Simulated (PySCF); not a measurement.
Species: C4H4NP.
SMILES with atom numbers: `[cH:1]1[cH:2][n:3][cH:4][p:5][cH:6]1` (hydrogens: H7 on C1; H8 on C2; H9 on C4; H10 on C6)

Method: TDDFT wB97X-D/def2-SVPD, vertical, gas phase, core orbitals frozen in the response (PySCF 2.14.0, density-fitted response routines). Isolated species at its PBE0-D3(BJ)/def2-SVP geometry, gas phase.

Problem. Predict the UV-vis stick spectrum at this level.

Solution. 

| state | E (eV) | E (kJ/mol) | λ (nm) | f | \|μ\| (D) | symmetry | main configurations (H = HOMO, L = LUMO) |
| --- | --- | --- | --- | --- | --- | --- | --- |
| S1 | 3.97 | 383 | 312.7 | 0.0053 | 0.59 | A″ | H→L (98%) |
| S2 | 4.29 | 414 | 289.3 | 0.0006 | 0.19 | – | H→L+1 (98%) |
| S3 | 4.90 | 472 | 253.2 | 0.058 | 1.77 | A′ | H-1→L+1 (45%), H-1→L (33%), H-2→L (16%) |
| S4 | 5.31 | 512 | 233.6 | 0.114 | 2.37 | A′ | H-1→L (58%), H-1→L+1 (28%) |
| S5 | 5.57 | 537 | 222.8 | 0.0099 | 0.69 | A″ | H-3→L (96%) |
| S6 | 5.98 | 577 | 207.4 | 0.0042 | 0.43 | A″ | H-3→L+1 (98%) |
| S7 | 6.35 | 613 | 195.2 | 0.190 | 2.81 | A′ | H-2→L (69%), H-1→L+1 (19%) |
| S8 | 6.92 | 668 | 179.1 | 0.303 | 3.40 | A′ | H-2→L+1 (85%) |
| S9 | 7.27 | 701 | 170.6 | 0.0004 | 0.12 | – | H-1→L+3 (83%) |
| S10 | 7.40 | 714 | 167.5 | 0.017 | 0.78 | A′ | H→L+2 (78%), H→L+4 (13%) |

Triplets, Tamm–Dancoff:

```csv
state,E (eV),λ (nm),"main configurations (H = HOMO, L = LUMO)"
T1,3.30,375.5,H-1→L (89%)
T2,3.57,347.1,"H→L (85%), H→L+1 (10%)"
T3,3.86,321.5,"H→L+1 (82%), H→L (11%)"
T4,4.09,303.2,H-1→L+1 (90%)
```

The lowest singlet comes at 313 nm (383 kJ/mol) in the ultraviolet; it is weak; its leading configuration is HOMO→LUMO (98%). The strongest level in the table is S8 at 6.92 eV (179 nm, f = 0.303). Löwdin shares by element: HOMO nitrogen 46%, phosphorus 22%, carbon 18% or more; LUMO carbon 47% or more, phosphorus 34% (atoms not listed hold the other 19%). The oscillator strengths of these states sum to 0.703; summed over the whole spectrum of an exact calculation they would give the number of electrons, 50 (Thomas–Reiche–Kuhn). Orbital energies (eV): HOMO-3 -10.55, HOMO-2 -10.52, HOMO-1 -9.25, HOMO -9.06, LUMO -0.21, LUMO+1 0.33, LUMO+2 2.41. The listed states span 3.44 eV, and the widest gap between neighbours is 0.61 eV (S2 to S3). The vertical ionisation energy (ΔSCF) is 9.30 eV, 1.90 eV above S10. Symmetry labels in Cs follow from the direction of the transition dipole and are given only for states with f of 0.002 or more. Only the lowest 10 singlets were computed, as vertical energies without vibronic structure.

On one thread of an Arm Neoverse N1, no GPU, shared host, this took 2.3 min (grids of density and orbitals included) and 0.77 GiB of memory at its peak.
